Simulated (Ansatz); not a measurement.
# Worked example: correlation energy of HCl, singlet

Geometry: MP2(full)/6-31G*, from the G2/97 set.

```yaml
atoms:
  - { symbol: Cl, position_ang: [0.0000, 0.0000, 0.0000] }
  - { symbol: H, position_ang: [0.0000, 0.0000, 1.2800] }
```

Basis 6-31G* (Cartesian d functions); Ansatz 0.2.0. Only valence electrons are correlated (noble-gas cores frozen), which leaves 8 electrons in 16 orbitals. R marks a restricted (for open shells ROHF) determinant.

Full CI is exact within this basis and frozen core; it isn't the basis-set limit.

Runs differ by some tens of microhartree through their thresholds, so steps under 0.03 kcal/mol mean nothing.

```tsv
level	total energy (hartree)
RHF	-460.059852
RMP2	-460.192356
RCCSD	-460.209227
RCCSD(T)	-460.211560
RCCSDT	-460.211818
RCCSDT(Q)	-460.211964
RCCSDTQ	-460.211976
full CI	-460.211985
```

Q: What is the correlation energy at full CI, and what share of it do RMP2 and RCCSDT recover?

A: E(corr) = -460.211985 − (-460.059852) = -0.152133 hartree = -4.140 eV. RMP2: -0.132504 / -0.152133 = 87.10 %. RCCSDT: -0.151966 / -0.152133 = 99.89 %.

Q: By how many kcal/mol does RCCSD(T) miss full CI (1 hartree = 627.509 kcal/mol), and which steps make up the rest?

A: -460.211560 − (-460.211985) = 0.000425 hartree = 0.27 kcal/mol. Steps: RCCSDT − RCCSD(T) = -0.16, RCCSDT(Q) − RCCSDT = -0.09, RCCSDTQ − RCCSDT(Q) = -0.01, full CI − RCCSDTQ = -0.01 kcal/mol. That is within 1 kcal/mol of the reference in this basis, which itself misses far more of the correlation at the basis-set limit.
